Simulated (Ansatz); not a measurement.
**[AlH₂···H···SiH₃], doublet: the ladder up to UCCSDT(Q)**

Geometry: a point of a hydrogen-transfer path between rigid fragments, not a stationary point.

```tsv
atom	x (Å)	y (Å)	z (Å)
Al	-2.0072	0.0000	0.0000
H	-2.8001	1.3734	0.0000
H	-2.8001	-1.3734	0.0000
H	0.4248	0.0000	0.0000
Si	1.8648	0.0000	0.0000
H	2.3148	-1.4163	0.0000
H	2.3148	0.7081	-1.2265
H	2.3148	0.7081	1.2265
```

Basis cc-pVDZ; Ansatz 0.2.0. Only valence electrons are correlated (noble-gas cores frozen), which leaves 13 electrons in 56 orbitals. R marks a restricted (for open shells ROHF) determinant, U an unrestricted one.

Full CI isn't at hand for all of this; UCCSDT(Q) serves as the reference, and is uncertain by about the last step of the cluster series. The frozen core follows each run's orbitals, which can shift R against U totals by a few meV.

```
UHF ⟨S²⟩                          : 0.755
T1 diagnostic (RCCSD)             : 0.0155
largest doubles amplitude (RCCSD) : 0.037
T1 diagnostic (UCCSD)             : 0.0126
```

**Question.** From what is known of these methods and the diagnostics, rank them by the size of their error in total energy against UCCSDT(Q) in cc-pVDZ, smallest first (an estimate: the text doesn't fix the numbers).
A. UCCSDT
B. RMP2
C. RCCSD(T)
D. UCCSD
E. RHF

**Answer.** A (0.3 kJ/mol), C (3.2 kJ/mol), D (13.7 kJ/mol), B (147.2 kJ/mol), E (615.7 kJ/mol).

All errors are against UCCSDT(Q) in cc-pVDZ. Within each family the higher level lies nearer, as is usual though not guaranteed.
